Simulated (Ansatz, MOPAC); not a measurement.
Rock-salt LiBr, elastic constant C11

Reference value: 39.6 GPa (measured, temperature not stated, no zero-point or thermal correction; as tabulated in Harker's crystal data pages).

**Question.** Put these levels in order of the elastic constant C11 that they give for rock-salt LiBr, smallest first: B3LYP (VWN-RPA form) (Ansatz, an electronic-structure program), Hartree–Fock (Ansatz), PM7 semi-empirical Hartree-Fock (MOPAC) (MOPAC).

**Answer.** Hartree–Fock (30.8 GPa), B3LYP (VWN-RPA form) (35.6 GPa), PM7 semi-empirical Hartree-Fock (MOPAC) (78.5 GPa)

Unless a cell is named, each level is at its own relaxed cell (PM7 semi-empirical Hartree-Fock (MOPAC) 20.46, B3LYP (VWN-RPA form) 21.50, Hartree–Fock 22.79 Å³/atom).

Differences against the reference: PM7 semi-empirical Hartree-Fock (MOPAC) +98 %, B3LYP (VWN-RPA form) -10.1 %, Hartree–Fock -22 %.

The measured value isn't corrected to a static lattice, so vibrations enter the comparison. A static lattice is as a rule stiffer than a warm one, by over a tenth in soft solids.  PM7 semi-empirical Hartree-Fock (MOPAC): the method was fitted mainly to molecules. PM7 semi-empirical Hartree-Fock (MOPAC): the run uses a supercell at the zone centre in place of a k mesh. Each level is taken at its own relaxed cell. Ansatz's density-functional and Hartree–Fock values are scalar-relativistic unless marked +SOC, with PAW data made under PBE.

Differences are worked out from the printed values.
